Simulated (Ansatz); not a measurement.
# C₃H₂ClF: how energies converge with the basis set

The task here is to estimate one member of a computed series from the others.

Method: one geometry, several basis sets; program: Ansatz 0.2.0, Gaussian basis.

The runs, in order: PBE0-D4/def2-SVP; ωB97M-V/def2-SVP; PBE0-D4/def2-QZVPP; ωB97M-V/def2-QZVPP; the functionals' def2-TZVPP values are taken from earlier runs.

### The geometry

An earlier PBE0-D4 in a triple-zeta def2 set relaxation fixed the geometry.

SMILES `FC1=CC1Cl`, 7 atoms, charge 0, spin multiplicity 1.

Atoms are counted from 1 here; the program's logs count them from 0.

Bond lengths: F1–C2 1.299 Å, C2–C3 1.288 Å, C2–C4 1.439 Å, C3–C4 1.503 Å, C3–H6 1.075 Å, C4–Cl5 1.797 Å, C4–H7 1.086 Å. Angles: F1–C2–C3 149.0°, F1–C2–C4 144.3°, C3–C2–C4 66.6°, C2–C3–C4 61.5°, C2–C3–H6 154.3°, C4–C3–H6 144.1°, C2–C4–C3 51.9°, C2–C4–Cl5 120.4°, C2–C4–H7 124.6°, C3–C4–Cl5 119.9°, C3–C4–H7 122.9°, Cl5–C4–H7 107.9°.

The first run:

in.yaml reads:

```yaml
crystal:
  periodic: [false, false, false]
  atoms:
    - {symbol: F, position_ang: [0.415953, -2.094463, -0.334423]}
    - {symbol: C, position_ang: [0.254769, -0.851449, 0.006887]}
    - {symbol: C, position_ang: [0.154652, 0.033261, 0.937234]}
    - {symbol: C, position_ang: [0.000685, 0.474118, -0.491641]}
    - {symbol: Cl, position_ang: [-1.623553, 0.912028, -1.122889]}
    - {symbol: H, position_ang: [0.123879, 0.365720, 1.959336]}
    - {symbol: H, position_ang: [0.734815, 1.092786, -1.000205]}
basis:
  gaussian: {orbitals: def2-SVP}
hamiltonian: {xc: pbe0, dispersion: d4}
output: {orbitals: {seedname: orbitals}}
```

Launch:

```console
$ ansatz run in.yaml --threads 2 --pin off --events-out ev --progress --plain --max-ram 4352MiB
```

Steps of the session up to this table: PBE0-D4 in def2-SVP; ωB97M-V in def2-SVP; PBE0-D4 in def2-QZVPP; ωB97M-V in def2-QZVPP.

One table of the session follows, with a row left open; its other results are not shown here.

It belongs to the step «Density functionals: the series». 

```
functional       basis  HOMO (eV)  LUMO (eV)
   PBE0-D4    def2-SVP      -7.98       0.04
   PBE0-D4  def2-TZVPP      -8.16      -0.17
   PBE0-D4  def2-QZVPP      -8.20      -0.27
   ωB97M-V    def2-SVP     -10.19       2.38
   ωB97M-V  def2-TZVPP     -10.32       2.04
   ωB97M-V  def2-QZVPP          ?          ?
```

Q: Estimate the row for ωB97M-V, def2-QZVPP from the others.

**Answer.** HOMO (eV): -10.37; LUMO (eV): 1.81. In the column «HOMO (eV)» it is the lowest.
